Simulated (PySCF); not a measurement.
**CCl₄, singlet: molecular constants**

All numbers come from PBE/[C def2-TZVP, Cl def2-TZVP], no relativity, density fitting, PySCF.

The structure is a minimum.

Coordinates in bohr (charge 0 multiplicity 1):
```
C     0.0000    0.0000    0.0000
Cl   -1.9443   -1.9443    1.9443
Cl    1.9443   -1.9443   -1.9443
Cl   -1.9443    1.9443   -1.9443
Cl    1.9443    1.9443    1.9443
```

```json
{
  "Point group": "Td",
  "Bond lengths": "C–Cl 1.782 Å (×4)",
  "Bond angles": "Cl–C–Cl 109.5° (×6)",
  "Highest occupied level": "-7.63 eV",
  "Rotational symmetry number": "12",
  "Zero-point energy": "23.5 kJ/mol",
  "Enthalpy at 298.15 K above 0 K": "17.62 kJ/mol",
  "Rotational constants": "0.05692, 0.05692, 0.05692 cm⁻¹",
  "Principal quadrupole moments (Buckingham, traceless) about the centre of mass": "0.00, 0.00, 0.00 D Å",
  "Dipole moment": "0.00 D",
  "Entropy at 298.15 K and 1 bar": "312.2 J/(mol K)",
  "Atomisation energy without zero-point energy": "1399 kJ/mol",
  "Principal polarisabilities": "62.2, 62.2, 62.2 bohr³",
  "Lowest empty level": "-2.75 eV",
  "Heat capacity Cp at 298.15 K": "85.2 J/(mol K)"
}
```

Harmonic modes (masses in u: C 12.000, Cl 34.969):
```
symmetry  ω (cm⁻¹)  IR (km/mol, summed over degenerate members)
       e       208                                          0.0
      t2       303                                          1.7
      a1       446                                          0.0
      t2       717                                          553
```

In Td the vibrations span e + 2t2 + a1. The a1, e modes carry no infrared intensity, as symmetry demands.

Charges (e):
```csv
atom,Mulliken,Löwdin,polar tensor,Mayer order to C1
C1,0.09,-1.39,1.40,–
"Cl2,3,4,5",-0.02,0.35,-0.35,1.16
```

Mulliken populations on C1: s 3.18, p 2.45, d 0.28, f 0.01.

Counting electrons, carbon keeps none of its valence electrons outside its bonds, so the VSEPR class is AX4 and the expected shape is tetrahedral (Td), as computed.

The final relaxation and frequency run took 35 s on 4 threads of a shared Arm Neoverse V1 host, with 179 basis functions and 6 gradients; the process peaked at 1.8 GiB.
